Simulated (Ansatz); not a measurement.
Two isomers of C6H12: A = `C=C(C)C(C)C`, B = `C=CC(C)(C)C`.

Program: Ansatz. Geometries: PBE0-D4/def2-TZVP. ΔE: electronic, gas phase. CBS: MP2 limit from def2 TZ/QZ plus the TZ coupled-cluster correction, frozen cores. Functionals use def2-TZVPP. B3LYP here is the variant with VWN-RPA as its local correlation; programs differ in this. Each species was taken in one conformer, which may not be the lowest.

Task: Which is lower in electronic energy at CCSD(T)/CBS, and by how much? (Estimate.)

Result: Computed: A, by 2.2 kJ/mol.

Task: Give E(B) − E(A) in kJ/mol with BLYP-D4, CCSD/def2-TZVPP, MP2/def2-TZVPP, CCSD(T)/def2-SVP, CCSD(T)/def2-TZVPP, HF/def2-TZVPP, B3LYP. (An estimate is asked.)

Result: The calculation gave: BLYP-D4 7.8, CCSD/def2-TZVPP 2.8, MP2/def2-TZVPP 1.2, CCSD(T)/def2-SVP 2.8, CCSD(T)/def2-TZVPP 2.1, HF/def2-TZVPP 7.7, B3LYP 9.5. None reverses the order clearly.

Largest T1 diagnostic: 0.009.

In def2-TZVPP, CCSD(T) changes the Hartree–Fock value by −5.6 kJ/mol (the triples alone add −0.7 kJ/mol) and MP2 by −6.5 kJ/mol. Leaving LDA and LC-ωPBE aside and taking each functional with its dispersion term where it has one, the values, not all of them listed here, spread over 4.4 kJ/mol, from ωB97M-V to PBE-D4. LDA lies −3.3 kJ/mol from PBE without D4.
